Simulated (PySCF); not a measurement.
**Frontier orbitals and the lowest excitations**

Ozone, O3.
Structure used (PBE0-D3(BJ)/def2-SVP), in Å, numbered top down from 1:
```xyz
3
O3 angstrom
O     -1.0464   -0.2436   -0.0040
O     -0.0050    0.4182   -0.0234
O      1.0743   -0.1797    0.0022
```

Method used: TDDFT CAM-B3LYP/def2-SVPD, vertical, gas phase, core orbitals frozen in the response in PySCF 2.14.0, density-fitted response routines.

Kohn–Sham orbitals with the atoms that hold most of them (Löwdin shares over 4%, at most four atoms; ? is withheld):

```tsv
orbital	ε (eV)	atoms
HOMO-3	-18.51	O3 36%, O1 36%, O2 27%
HOMO-2	-12.07	O3 44%, O1 44%, O2 11%
HOMO-1	-11.88	O1 47%, O3 47%, O2 5%
HOMO	-11.50	?
LUMO	-3.92	?
LUMO+1	2.35	O2 49%, O3 25%, O1 25%
LUMO+2	2.39	O1 36%, O3 36%, O2 27%
```

Task: Give the leading atoms of the LUMO.

Result: O2 (bonded to 2 O) 36%; O1 (bonded to O) 32%; O3 (bonded to O) 32%.

Task: Give the leading atoms of the HOMO.

Result: O3 (bonded to O) 37%; O1 (bonded to O) 37%; O2 (bonded to 2 O) 26%.

Task: The HOMO–LUMO gap is 7.58 eV. Where does the response calculation put the lowest singlet, and from which orbitals?

Result: S1 is at 2.18 eV (f = 0.0000), 5.40 eV below the gap, made of HOMO→LUMO (100%). 

Task: Give energy, strength and leading configuration of S1, S2, S3 and S7, and follow the Löwdin shares of the leading atoms from the occupied to the empty orbital.

Result: 
- S1 (2.18 eV, f 0.0000), HOMO→LUMO (100%): O3 37% → 32%, O1 37% → 32%, O2 26% → 36%
- S2 (2.52 eV, f 0.0000), HOMO-1→LUMO (100%): O1 47% → 32%, O3 47% → 32%, O2 5% → 36%
- S3 (5.53 eV, f 0.143), HOMO-2→LUMO (94%): O3 44% → 32%, O1 44% → 32%, O2 11% → 36%
- S7 (10.11 eV, f 0.0078), HOMO→LUMO+1 (72%): O3 37% → 25%, O1 37% → 25%, O2 26% → 49%

Löwdin shares depend on the basis, the more so with diffuse functions.

Hardware: one thread of an Arm Neoverse V1 (shared host). Cost: 9.4 s of wall time (grids of density and orbitals included), 0.30 GiB resident at most.
